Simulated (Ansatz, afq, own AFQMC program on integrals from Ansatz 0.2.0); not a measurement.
Integrals from Ansatz 0.2.0, then the random walk in our own AFQMC program (afq).

```yaml
crystal:
  periodic: [false, false, false]
  atoms:
    - {symbol: N, position_ang: [0.000000, 0.000000, 0.584354]}
    - {symbol: N, position_ang: [0.000000, 0.000000, -0.762437]}
    - {symbol: H, position_ang: [0.000000, 0.968061, 1.237355]}
    - {symbol: H, position_ang: [0.000000, -0.968061, 1.237355]}
basis:
  gaussian: {orbitals: cc-pVDZ}
magnetization: {spin_polarized: false}
correlation: {method: ccsd_t, electrons: outside_noble_gas, hamiltonian_folder: ham}
```

```sh
$ ansatz run in.yaml --threads 1 --pin off --events-out ev --progress --plain --max-ram 1382MiB
```

Options of the walk:

```
--method free --trial cid --walkers 20 --time-step 0.05 --max-blocks 30 --target-error 0.00084 --factor-cut 1e-05 --seed 2603 --times 0,2,5,8,12 --taylor-order 6
```

Times are imaginary, in 1/Eh. The walk had a cap of 90 s.

```
orbitals 36  electrons 6 6  factors 273 of 363
reference energy -109.92423996 Eh
CCSD correlation -0.35438261 Eh in 12 cycles, weight of the determinant in the CISD state 0.8509
repeat  energy at the last time / Eh  error
    10  -110.207875  0.051185
    20  -110.212996  0.061100
    30  -110.264452  0.059320
time / (1/Eh)  energy / Eh  error  mean overlap
  0.00  -110.274783  0.001188  1.1454
  2.00  -110.296236  0.002869  0.9820
  5.00  -110.299909  0.007936  0.9021
  8.00  -110.267230  0.029087  0.7625
 12.00  -110.264452  0.059320  0.2178
energy -110.264452 +/- 0.059320 Eh
```

The run failed at least one of its tests; the cautions name the faults.

Against this walk (error 1614.2 meV) on the same determinant: CCSD(T) 775.2 meV lower (within the noise), CCSDT(Q) 837.4 meV lower (within the noise). The error is statistical, and a free projection of finite length keeps a remainder of its start.

A setting was made bad on purpose (projection too long), so the walk's energy isn't to be trusted.

Cautions: remainder of the start not in the error; phase noise grows fast; error above the target (1614.2 against 22.9 meV); higher spins were not checked; restricted determinant unstable towards unrestricted (UHF 349 meV lower, ⟨S²⟩ 0.71); raised T1 diagnostic (T1 0.034, weight of the determinant 0.85, largest double 0.11); so few walkers bias the energy; the time-step error isn't removed.

CCSDT and higher add their correlation energy to the determinant of the CCSD(T) run, since their own runs factorise the integrals more tightly (a shift of under 2 meV). A walk keeps the symmetry of its determinant, which the program's search chose and which needn't be the lowest solution, so a lower state of the same spin and another symmetry isn't excluded.
